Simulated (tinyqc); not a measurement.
Inside a calculation. Method: extended Hueckel theory, for BH3+. The parameters take no account of the charge, which enters only through the electron count. One step of it, computed by the program tinyqc.

Task: Orbitals. Solve H C = S C e through S^(-1/2); fill by pairs from the bottom, a degenerate level sharing its electrons equally; each orbital has its largest coefficient positive (the first on a tie).

H (eV), lower triangle:
```
             1B 2s     1B 2px     1B 2py     1B 2pz       2H 1s       3H 1s       4H 1s
1B 2s   -15.200000
1B 2px    0.000000  -8.500000
1B 2py    0.000000   0.000000  -8.500000
1B 2pz    0.000000   0.000000   0.000000  -8.500000
2H 1s   -11.192742  -9.410538   0.000000   0.008335  -13.600000
3H 1s   -11.193016   4.701273  -8.152208   0.008336   -2.257899  -13.600000
4H 1s   -11.193016   4.701273   8.152208   0.008336   -2.257899   -2.254772  -13.600000
```

overlap S, lower triangle:
```
           1B 2s     1B 2px     1B 2py     1B 2pz     2H 1s     3H 1s     4H 1s
1B 2s   1.000000
1B 2px  0.000000   1.000000
1B 2py  0.000000   0.000000   1.000000
1B 2pz  0.000000   0.000000   0.000000   1.000000
2H 1s   0.517120   0.548790   0.000000  -0.000486  1.000000
3H 1s   0.517133  -0.274162   0.475409  -0.000486  0.110681  1.000000
4H 1s   0.517133  -0.274162  -0.475409  -0.000486  0.110681  0.110528  1.000000
```

valence electrons = 5

Give: orbital energies; occupations; coefficients; sum of one-electron energies.

Result:

orbital energies (eV): -17.986  -13.816  -13.815  -8.500  6.013  6.036  13.338

occupations: 2.000  2.000  1.000  0.000  0.000  0.000  0.000

coefficients:
```
          MO1     MO2     MO3    MO4     MO5     MO6     MO7
1B 2s   0.542   0.000   0.000  0.001  -0.002   0.000   1.619
1B 2px  0.000   0.000   0.330  0.000   1.387   0.000   0.002
1B 2py  0.000   0.330   0.000  0.000   0.000   1.387   0.000
1B 2pz  0.000   0.000   0.000  1.000   0.000   0.000  -0.002
2H 1s   0.266   0.000   0.639  0.000  -1.055   0.000  -0.853
3H 1s   0.266   0.553  -0.319  0.000   0.529  -0.915  -0.851
4H 1s   0.266  -0.553  -0.319  0.000   0.529   0.915  -0.851
```

sum of one-electron energies = -77.420 eV
